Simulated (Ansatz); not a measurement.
**[OH···H···H], doublet: transfer scan**

Starting geometry:

```
atom    x (Å)    y (Å)   z (Å)
   O  -0.1399  -0.0491  0.0000
   H  -0.3893   0.8775  0.0000
   H   0.8196  -0.0491  0.0000
   H   1.7911  -0.0491  0.0000
```

From there H3 is moved from one fragment to the other while all else, the fragments' distance too, stays fixed; atoms are numbered as listed. Energies are in kcal/mol, counted from the starting geometry at the same level.

Basis 6-31G; Ansatz 0.2.0. Correlated methods freeze the noble-gas cores. Prefix R: restricted or restricted open-shell reference; prefix U: unrestricted.

Full CI is exact within this basis and frozen core; it isn't the basis-set limit. The frozen core follows each run's orbitals, which can shift R against U totals by a few meV.

| distance O1-H3 (Å) | UHF |
| --- | --- |
| 0.892 | 2.1 |
| 0.960 | 0.0 |
| 0.992 | 0.5 |
| 1.024 | 1.4 |
| 1.057 | 2.4 |
| 1.089 | 3.1 |
| 1.121 | 3.3 |
| 1.154 | 3.3 |
| 1.186 | 3.1 |

Problem. Estimate the full CI curve in 6-31G from this one, knowing how UHF errs.

Solution. The computed full CI values, in kcal/mol from the starting point, and the error of UHF against them:
```tsv
distance O1-H3 (Å)	full CI	UHF less full CI
0.892	4.5	-2.4
0.960	0.0	0.0
0.992	-0.4	0.9
1.024	-0.2	1.6
1.057	0.4	2.0
1.089	1.2	1.8
1.121	2.1	1.2
1.154	3.1	0.2
1.186	4.2	-1.1
```

The error spans 4.3 kcal/mol and is largest, -2.4 kcal/mol, at 0.892 Å.
